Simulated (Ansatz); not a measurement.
Isomers of C$_{7}$H$_{8}$O, relaxed with PBE0-D4/def2-TZVP in Ansatz; electronic energies, one conformer each and not always the lowest. Functionals use def2-TZVPP; CBS adds triple-zeta CCSD(T) − MP2 to the MP2 limit of def2-TZVPP and def2-QZVPP.

**Question.** Order them by energy at frozen-core CCSD(T)/CBS, lowest first. (Estimate.)
A. `Cc1ccccc1O`
B. `COc1ccccc1`
C. `Cc1ccc(O)cc1`

**Answer.** A (0.0 kcal/mol), C (1.2 kcal/mol), B (13.5 kcal/mol).

**Question.** How do ωB97M-V, PBE0-D4, HF/CBS(def2), B2PLYP place them (kcal/mol, against `Cc1ccccc1O`)? (An estimate is asked.)

**Answer.** Ansatz gave: 
```json
{"isomer": "`COc1ccccc1`", "ωB97M-V": "13.1", "PBE0-D4": "13.6", "HF/CBS(def2)": "10.5", "B2PLYP": "12.4"}
{"isomer": "`Cc1ccc(O)cc1`", "ωB97M-V": "1.2", "PBE0-D4": "1.0", "HF/CBS(def2)": "0.7", "B2PLYP": "1.0"}
```
